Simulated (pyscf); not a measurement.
Thermochemistry of product channels of H₃C–InH₂ + H₂O on the singlet surface, in kcal/mol, from ωB97M-D3(BJ)/def2-TZVP energies (ideal gas, 1 atm, RRHO with modes under 100 cm⁻¹ raised to 100, one conformer, R ln 2 for chiral ones without a mode under 150 cm⁻¹). PySCF, gas phase, ωB97X-D3(BJ)/def2-SVP geometries.

| products | ΔE | ΔH(298 K) | ΔG(298 K) | ΔG(600 K) |
|---|---|---|---|---|
| H₃C–InH–OH + H₂ | -5.6 | -7.5 | -5.0 | -2.9 |
| CH₄ + HO–InH₂ | [?] | -16.5 | -14.7 | -12.7 |

Some entries are withheld; supply them.


- CH₄ + HO–InH₂, ΔE: -16.8

These are energies of the channels, which say nothing of barriers. Elements past Kr carry the def2 core potentials, without spin-orbit coupling.
